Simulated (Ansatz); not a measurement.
Results of r²SCAN+rVV10 in Ansatz (plane waves, PAW) for graphite.

Numerical settings: plane-wave cutoff 560 eV, 24×24×8 k mesh (along the axes of the cell as run), Fermi–Dirac smearing 0.05 eV, scalar-relativistic PAW data made under PBE.

Computed at the level's own relaxed cell.

Problem. Give the computed equilibrium volume per atom, equilibrium lattice constant a, lattice parameter c and pressure derivative B′ of the bulk modulus.

Solution. 
- equilibrium volume per atom = 8.72 Å³/atom
- equilibrium lattice constant a = 2.455 Å
- lattice parameter c = 6.678 Å
- pressure derivative B′ of the bulk modulus = 10.9

The run finds no gap.

Measured, for comparison: lattice constant a 2.461 Å (300 K, no zero-point or thermal correction, our sources range from 2.456 to 2.461; as tabulated in Wikipedia's data pages); lattice parameter c 6.67 Å (low temperature, zero-point motion not removed; as tabulated in Berland et al. (2010), arXiv:1007.3305). Computed (rounded) less measured: lattice constant a -0.2 % (0.0 % to -0.2 % over the range), lattice parameter c +0.1 %.

Note: the bulk modulus comes from volumes at which shape and atoms were relaxed.

Cost on a shared machine: very roughly 9 core-minutes.

Ansatz is a program for electronic structure.
